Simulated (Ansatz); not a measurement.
Relaxation of CH₆Si (8 atoms, charge 0, multiplicity 1), to a largest force component of 0.03 eV/Å in at most 50 steps.

Computed with RKS BHLYP-D4/def2-SVP (Ansatz 0.2.0).

```xyz
8
Properties=species:S:1:pos:R:3:forces:R:3
Si 0.102 -0.018 0.105 0.43 -0.03 0.18
H 0.754 -0.208 1.388 -0.82 -0.29 1.36
H 1.465 0.157 -0.358 0.37 0.33 -1.56
H -0.702 1.223 0.038 0.02 -0.02 0.01
C -0.801 -1.510 -0.569 -0.07 -0.02 0.02
H -1.674 -1.748 0.046 0.04 0.01 -0.01
H -1.153 -1.333 -1.588 0.02 0.02 -0.03
H -0.143 -2.383 -0.584 0.00 0.00 0.02
```

Task: Where does it end, and by what steps?

Result: The forces met the threshold. After 4 steps the energy has fallen by 0.448 eV; H3 moved furthest, 0.30 Å.

```tsv
step	energy less start (eV)	largest force component (eV/Å)	accepted
0	0.0000	1.559	yes
1	-0.4058	0.426	yes
2	-0.3551	0.943	no
3	-0.4466	0.089	yes
4	-0.4479	0.024	yes
```

```xyz
8
Properties=species:S:1:pos:R:3
Si 0.179 -0.033 0.135
H 0.566 -0.276 1.546
H 1.413 0.209 -0.651
H -0.653 1.193 0.085
C -0.766 -1.500 -0.551
H -1.662 -1.697 0.043
H -1.078 -1.311 -1.582
H -0.150 -2.404 -0.545
```

Whether the end is a true minimum wasn't checked by a vibrational analysis.

Run time: 8.2 s on 1 thread of Arm Neoverse V1, on a shared host, peak memory 0.11 GiB.
